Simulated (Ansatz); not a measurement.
Input file:

```yaml
crystal:
  periodic: [false, false, false]
  atoms:
    - {symbol: In, position_ang: [0.000000, 0.000000, 0.000000]}
    - {symbol: H, position_ang: [0.000000, 0.000000, 3.587000]}
basis:
  gaussian: {orbitals: def2-SVPD}
total_charge: -1
magnetization: {spin_polarized: false, initial_magnetization: 1}
correlation: {active_space: {window: {electrons: 3, orbitals: 2}}}
```

```sh
$ ansatz run in.yaml --threads 1 --pin off --events-out ev --progress --plain --max-ram 2393MiB
```

The program prints:

```
505 factors; integrals over basis functions are off by at most 2.4e-4 eV
mean field evaluation 1: about -5161.0671 eV, gradient 1.0e1 eV
mean field evaluation 2: about -5161.0703 eV, gradient 1.0e1 eV
mean field evaluation 4: about -5162.0622 eV, gradient 7.9e-1 eV
mean field evaluation 8: about -5162.0698 eV, gradient 2.5e-1 eV
mean field evaluation 16: about -5160.7507 eV, gradient 4.3e0 eV
mean field evaluation 32: about -5161.3988 eV, gradient 7.5e-4 eV
mean field evaluation 64: about -5161.7185 eV, gradient 1.5e0 eV
mean field -5162.07079468 eV, -189.7026027272 hartree, gradient 1.5e-6 eV, S^2 0.750000; 9 other end points of the search recorded, 0 dependent functions left out
reference -5162.07079468 eV, -189.7026027272 hartree; 12, 11 occupied and 28, 29 virtual orbitals, 505 factors
state -5162.07079468 eV, -189.7026027272 hartree
Total energy: -5162.07079468 eV, -189.7026027272 hartree
```

Ran on 1 thread of Arm Neoverse V2, shared host: 1.3 s wall, 0.17 GiB peak host memory.
